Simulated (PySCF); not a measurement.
Job for PySCF: R-B3LYP/3-21G on HCl (SMILES Cl).

```python
from pyscf import gto, scf, dft, mp
from pyscf.data.elements import chemcore

mol = gto.M(
    atom='''
    Cl    0.00000000    0.00000000    0.00000000
    H     1.27444789    0.00000000    0.00000000
    ''',
    basis='3-21g',
    charge=0, spin=0, verbose=3, max_memory=1800)
mf = dft.RKS(mol, xc='b3lyp')
mf.conv_tol = 1e-8
mf.max_cycle = 100
mf.kernel()
if not mf.converged:
    mf = mf.newton().run(mf.mo_coeff, mf.mo_occ)
```

Question: Predict the final total energy.

Answer: -458.5882 hartree.
